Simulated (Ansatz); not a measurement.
# C₃H₄S: small, medium and large basis sets

The task here is to estimate one member of a computed series from the others.

The runs use Ansatz 0.2.0, Gaussian basis; one geometry, several basis sets.

Levels to be run: PBE0-D4/def2-SVP; ωB97M-V/def2-SVP; PBE0-D4/def2-QZVPP; ωB97M-V/def2-QZVPP; the functionals' def2-TZVPP values are taken from earlier runs.

### Structure used throughout

All runs share one geometry, relaxed beforehand with PBE0-D4 in a triple-zeta def2 set.

SMILES `CC#CS`, 8 atoms, charge 0, spin multiplicity 1.

Atoms are counted from 1 here; the program's logs count them from 0.

Bond lengths: C1–C2 1.448 Å, C1–H5 1.093 Å, C1–H6 1.093 Å, C1–H7 1.093 Å, C2–C3 1.206 Å, C3–S4 1.680 Å, S4–H8 1.346 Å. Angles: C2–C1–H5 110.4°, C2–C1–H6 111.7°, C2–C1–H7 110.9°, H5–C1–H6 108.0°, H5–C1–H7 107.6°, H6–C1–H7 108.2°, C1–C2–C3 179.5°, C2–C3–S4 174.9°, C3–S4–H8 97.3°.

The first run:

Contents of in.yaml:

```yaml
crystal:
  periodic: [false, false, false]
  atoms:
    - {symbol: C, position_ang: [0.110725, 1.396827, -0.493582]}
    - {symbol: C, position_ang: [0.130102, 0.047778, 0.033047]}
    - {symbol: C, position_ang: [0.139233, -1.077637, 0.465526]}
    - {symbol: S, position_ang: [0.289805, -2.617844, 1.120359]}
    - {symbol: H, position_ang: [1.129089, 1.782470, -0.589422]}
    - {symbol: H, position_ang: [-0.447360, 2.075735, 0.156276]}
    - {symbol: H, position_ang: [-0.346274, 1.421415, -1.486221]}
    - {symbol: H, position_ang: [-0.913121, -3.085744, 0.738218]}
basis:
  gaussian: {orbitals: def2-SVP}
hamiltonian: {xc: pbe0, dispersion: d4}
output: {orbitals: {seedname: orbitals}}
```

On the command line:

```bash
$ ansatz run in.yaml --threads 2 --pin off --events-out ev --progress --plain --max-ram 4352MiB
```

Steps of the session up to this table: PBE0-D4 in def2-SVP; ωB97M-V in def2-SVP; PBE0-D4 in def2-QZVPP; ωB97M-V in def2-QZVPP.

One table of the session follows, with a row left open; its other results are not shown here.

It belongs to the step «Functionals by basis». 

```
functional       basis  HOMO (eV)  LUMO (eV)
   PBE0-D4    def2-SVP          ?          ?
   PBE0-D4  def2-TZVPP      -6.49       0.03
   PBE0-D4  def2-QZVPP      -6.51      -0.09
   ωB97M-V    def2-SVP      -8.47       2.45
   ωB97M-V  def2-TZVPP      -8.59       2.02
   ωB97M-V  def2-QZVPP      -8.62       1.58
```

Q: Estimate the row for PBE0-D4, def2-SVP from the others.

As computed: HOMO (eV): -6.38; LUMO (eV): 0.35. In the column «HOMO (eV)» it is the highest.
